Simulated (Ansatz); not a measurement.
Gas-phase electronic energies from Ansatz, PBE0-D4/def2-TZVP geometries. CCSD(T)/CBS adds triple-zeta CCSD(T) − MP2 to the extrapolated MP2 energy (def2 sets, frozen cores). This one scheme is used for every species.

Reaction (adduct formation): `[AlH3]` + PH₃ → `[AlH3-][PH3+]`

| level | ΔE (kJ/mol) |
| --- | --- |
| MP2/def2-SVP | -61.1 |
| MP2/def2-TZVPP | -63.5 |
| MP2/def2-QZVPP | -65.4 |
| CCSD(T)/CBS(cc) | -64.9 |

(1) What does CCSD(T)/CBS give? (Best estimate.)

Largest T1 diagnostic among the species: 0.013.

## Answers

(1) The calculation gave: -65.0 kJ/mol. The listed levels differ from it by 3.9, 1.5, -0.4, 0.1 kJ/mol.

In def2-TZVPP, CCSD(T) changes the Hartree–Fock value by −14.3 kJ/mol (the triples alone add −2.9 kJ/mol) and MP2 by −16.1 kJ/mol. At CCSD(T), def2-SVP lies +6.7 kJ/mol from the extrapolated value and def2-TZVPP +3.3 kJ/mol. Leaving LDA and LC-ωPBE aside and taking each functional with its dispersion term where it has one, the values, not all of them listed here, spread over 18.3 kJ/mol, from PBE0-D4 to B2PLYP. LDA lies −24.4 kJ/mol from PBE without D4.
